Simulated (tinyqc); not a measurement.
Worked calculation: Pariser-Parr-Pople SCF with singles CI, for the molecule C=CC(=C)C=N (SMILES; centres numbered as the heavy atoms are written). One step of it, computed by the program tinyqc.

Question. PPP integrals. Mataga-Nishimoto: gamma = 14.399645/(R + a), a = 2 x 14.399645/(gamma_rr + gamma_ss); H_rr = -W_r - sum_(s != r) z_s gamma_rs; H_rs = beta for bonds.

Centres (angstrom, eV; a flat drawing with bonds scaled to 1.40 angstrom):

| centre | x | y | core charge z | W | gamma_rr |
|---|---|---|---|---|---|
| 1C | 2.100000 | 0.808000 | 1 | 11.160000 | 11.130000 |
| 2C | 1.400000 | -0.404000 | 1 | 11.160000 | 11.130000 |
| 3C | 0.000000 | -0.404000 | 1 | 11.160000 | 11.130000 |
| 4C | -0.700000 | -1.617000 | 1 | 11.160000 | 11.130000 |
| 5C | -0.700000 | 0.808000 | 1 | 11.160000 | 11.130000 |
| 6N | -2.100000 | 0.808000 | 1 | 14.100000 | 12.300000 |

Resonance integrals (eV):

| i | j | beta |
|---|---|---|
| 1 | 2 | -2.640000 |
| 2 | 3 | -2.640000 |
| 3 | 4 | -2.640000 |
| 3 | 5 | -2.640000 |
| 5 | 6 | -2.770000 |

Give: repulsion gamma_rs; core matrix H.

Answer.

repulsion gamma_rs (eV):
```
         1C       2C       3C       4C       5C       6N
1C  11.1300   5.3463   3.8725   2.8811   3.5175   2.6523
2C   5.3463  11.1300   5.3455   3.8720   3.8725   2.9190
3C   3.8725   5.3455  11.1300   5.3446   5.3463   3.9410
4C   2.8811   3.8720   5.3446  11.1300   3.8722   3.5738
5C   3.5175   3.8725   5.3463   3.8722  11.1300   5.4769
6N   2.6523   2.9190   3.9410   3.5738   5.4769  12.3000
```

core matrix H (eV):
```
          1C        2C        3C        4C        5C        6N
1C  -29.4297   -2.6400    0.0000    0.0000    0.0000    0.0000
2C   -2.6400  -32.5153   -2.6400    0.0000    0.0000    0.0000
3C    0.0000   -2.6400  -35.0099   -2.6400   -2.6400    0.0000
4C    0.0000    0.0000   -2.6400  -30.7036    0.0000    0.0000
5C    0.0000    0.0000   -2.6400    0.0000  -33.2453   -2.7700
6N    0.0000    0.0000    0.0000    0.0000   -2.7700  -32.6629
```
